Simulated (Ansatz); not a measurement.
Reaction: C3H6 (prop-1-ene, SMILES C=CC) → C2H3 (SMILES C=[CH], doublet) + CH3 (SMILES [CH3], doublet) (the C-C bond breaks)
Each species at its own B3LYP-D3(BJ)/def2-TZVP minimum (Ansatz, an electronic-structure program).

Wanted: bond dissociation energy (electronic), in kcal/mol. Open shells are spin-unrestricted; no spin-orbit coupling. CBS(X,Y): correlation extrapolated as X^-3, Hartree-Fock from the larger set. A bracket is a step between two methods taken in the basis named. Functionals run without relativity, which enters their misses. Double hybrids freeze cores in their MP2 part. 'core' is core correlation in cc-pwCVTZ, 'X2C' scalar relativity in cc-pVTZ-DK, both at CCSD(T). The UHF reference of C2H3 ([CH]=C, doublet) is spin-contaminated (<S^2> up to 0.19 over the pure value in the sets run).

CCSD(T)/CBS(cc-pVTZ,cc-pVQZ) + [CCSDT(Q) - CCSD(T)]/cc-pVDZ + core + X2C (Ansatz) gives 107.9 kcal/mol.

What does PBE/def2-TZVPD (Ansatz) give here, and how do the other levels compare?

PBE gives 105.8 kcal/mol, 2.1 kcal/mol below it. Differences of the others: B3LYP/def2-TZVPD (Ansatz) -6.4; PBE0/def2-TZVPD (Ansatz) -2.7; wB97M-V/def2-TZVPD (Ansatz) 0.5; B2PLYP/def2-TZVPD (Ansatz) -3.4; CCSD(T)/CBS(cc-pVTZ,cc-pVQZ) + core + X2C (Ansatz) 0.4 kcal/mol.
